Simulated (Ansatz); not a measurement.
C₃H₄⁻, relaxed as a doublet with UKS B3LYP-D4/def2-TZVPD in Ansatz, starting from the GFN2-xTB geometry. Force threshold 0.02 eV/Å.

The highest occupied level of the charge -1 doublet lies above zero (up to 2.11 eV). It is a level of α spin, whose loss leaves a singlet; that state wasn't run at this geometry and level. The electron is either unbound and held by the finite basis, or the level is raised by self-interaction error. The relaxation made no stability test and no search for a lower SCF solution. Another isomer (doublet) lies 0.67 eV lower at PBE0-D4/def2-TZVPD; other spin states weren't run for this one.

Start:

| atom | x (Å) | y (Å) | z (Å) |
| --- | --- | --- | --- |
| C1 | -0.044 | -0.647 | 0.123 |
| C2 | 0.744 | 0.571 | -0.282 |
| C3 | -0.654 | 0.728 | 0.037 |
| H4 | 1.119 | 0.655 | -1.317 |
| H5 | -0.402 | -1.405 | -0.600 |
| H6 | -0.989 | 1.234 | 0.959 |
| H7 | 0.226 | -1.136 | 1.079 |

(1) Estimate the energy that the relaxation releases and the steps that it takes.

(2) Does the start keep its bonding and symmetry?

(3) Predict the relaxed structure.

Answers

(1) 1.5 kcal/mol, in 6 steps; 6.5 s on 4 threads of Arm Neoverse V2 on a shared host. No frequencies were taken in this run, so the end may be a saddle point.

(2) By distances, no bond broke or formed. The bond that changes most is C2–C3, from 1.44 to 1.41 Å (atoms count from 1). Point group C2 at the start, C2 at the end, both within 0.05 Å.

(3) 
Cartesian coordinates in Å:
```
C -0.047 -0.679 0.128
C 0.716 0.553 -0.315
C -0.627 0.720 0.075
H 1.171 0.705 -1.296
H -0.462 -1.416 -0.574
H -1.033 1.277 0.922
H 0.283 -1.160 1.060
```
Bond lengths: 3 × C–C 1.41 to 1.52 Å; 4 × C–H 1.09 to 1.10 Å.
